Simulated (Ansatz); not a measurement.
## Ansatz (development build ahead of 0.2.0) run

```yaml
crystal:
  periodic: [false, false, false]
  atoms:
    - { symbol: "N", position_ang: [0.0, 0.0, 0.0] }
    - { symbol: O, position_ang: [0.0, 0.0, 1.05] }
basis:
  gaussian: { orbitals: def2-SVP }
magnetization:
  initial_magnetization: 1
hamiltonian:
  xc: hf
correlation:
  method: mp2
  frozen_orbitals: { "N": 1, O: 1 }
output:
  forces: true
```

The input is written out in the form of the current development build from the run's settings. Correlation on restricted open-shell orbitals is semicanonical, with singles.

The run gave:

```yaml
Converged: yes
Reference_energy: -129.12337 hartree
Correlation_energy: -0.30846 hartree
Total_energy: -129.43183 hartree
Spin_squared_of_the_determinant: 0.750
Stability_test: minimum among restricted orbitals
```

Forces (eV/Å):
| atom | Fx | Fy | Fz |
| --- | --- | --- | --- |
| N1 | 0.000 | 0.000 | -17.888 |
| O2 | 0.000 | 0.000 | 17.888 |
